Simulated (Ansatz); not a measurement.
**Quasi-harmonic linear expansion coefficient at 300 K of some elemental solids other than molecular ones**

Method: PBEsol (plane waves, PAW; Ansatz, a quantum-chemistry and plane-wave program). References are measured values.

Values in ×10⁻⁶/K.

| solid | reference | PBEsol | error (%) |
|---|---|---|---|
| bcc Li | 46 | 44.6 | -3.0 |
| bcc Ba | 20.6 | 19.9 | -3.4 |
| bcc Na | 71 | 72.4 | +2.0 |
| hcp Hf | 5.9 | 6.87 | +16.4 |
| hcp Ru | 6.4 | 6.19 | -3.3 |
| hcp Sc | 10.2 | 10.00 | -2.0 |
| hcp Re | 6.2 | 6.11 | -1.5 |

Over these 7 solids the mean error is +0.8 %, the mean absolute error 4.5 % (median 3.0 %), and the worst case hcp Hf at +16.4 %; the value is too low in 5 of 7 cases.

Spin–orbit coupling is left out, also for the solids with elements from indium on (bcc Ba, hcp Hf, hcp Re); its size isn't shown.

Differences are worked out from the printed values.

Each level is taken at its own relaxed cell. Ansatz's density-functional and Hartree–Fock values are scalar-relativistic unless marked +SOC, with PAW data made under PBE.

Ansatz's runs of these crystals have no spin polarisation.

Not in this set, of the elemental solids other than molecular ones with a reference value in our tables and a result at some level: 3 for a run that failed a test (PBEsol); 1 for no value at PBEsol (not run, a failed fit, an unstable or unbound cell, or a value held back for tests). These can be a level's best or worst cases. Solids without a released value at any level aren't counted. Layered and molecular crystals are counted apart. The metals Ce to Yb are counted apart.

References as tabulated in Wikipedia's data pages.
